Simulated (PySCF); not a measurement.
**C7H8O: spin-spin couplings**

What spin-spin couplings should C7H8O (`COc1ccccc1`) show?

The runs use PySCF 2.14.0, with density-fitted response routines of our own; the level of theory stands in each step. All values are computed, except where a source is named. Atoms count from 0, in the outputs and in this text.

## (1) The starting structure

16 atoms, charge 0, multiplicity 1; geometry from: GFN2-xTB.

Bonds of the start (Å): C0–O1 1.41, O1–C2 1.36, C2–C3 1.40, C3–C4 1.38, C4–C5 1.39, C5–C6 1.38, C6–C7 1.39, C7–C2 1.39, C0–H8 1.09, C0–H9 1.10, C0–H10 1.10, C3–H11 1.08, C4–H12 1.08, C5–H13 1.08, C6–H14 1.08, C7–H15 1.08.

## (2) Indirect couplings: B3LYP/pcJ-1

What the job is given:

```
{"job": {"kind": "j", "xc": "B3LYP", "basis": "pcJ-1"}, "charge": 0, "multiplicity": 1}
C     -2.678492     0.143652    -0.211827
O     -1.599109    -0.563700    -0.770061
C     -0.339431    -0.285379    -0.328233
C      0.687188    -1.023631    -0.919261
C      1.997948    -0.819172    -0.543556
C      2.309965     0.124244     0.423673
C      1.294946     0.855890     1.009686
C     -0.026774     0.657904     0.643570
H     -3.570107    -0.240194    -0.705637
H     -2.759809    -0.030368     0.866376
H     -2.596483     1.219344    -0.400483
H      0.425908    -1.751910    -1.670964
H      2.781936    -1.399227    -1.007395
H      3.336319     0.285484     0.716525
H      1.525587     1.593415     1.764529
H     -0.797192     1.242590     1.121648
```

Level: B3LYP/pcJ-1 indirect spin-spin coupling, non-relativistic, gas phase.

Predict these results of the whole session: largest coupling of the table (B3LYP/pcJ-1).

As calculated:

```
                                   quantity                     value
largest coupling of the table (B3LYP/pcJ-1)  ¹J(C,H) C5–H13, 164.9 Hz
```

What this shows: In the run at B3LYP/pcJ-1, the largest coupling of the table is C5–H13, 164.9 Hz, of which the Fermi-contact term gives 163.6 Hz. Couplings across rotatable bonds belong to this one conformer; where others are populated, the observed values are averages. The 5 measured couplings differ from the computed sizes by 1.5 Hz on average; vibrational averaging and surroundings are not included.
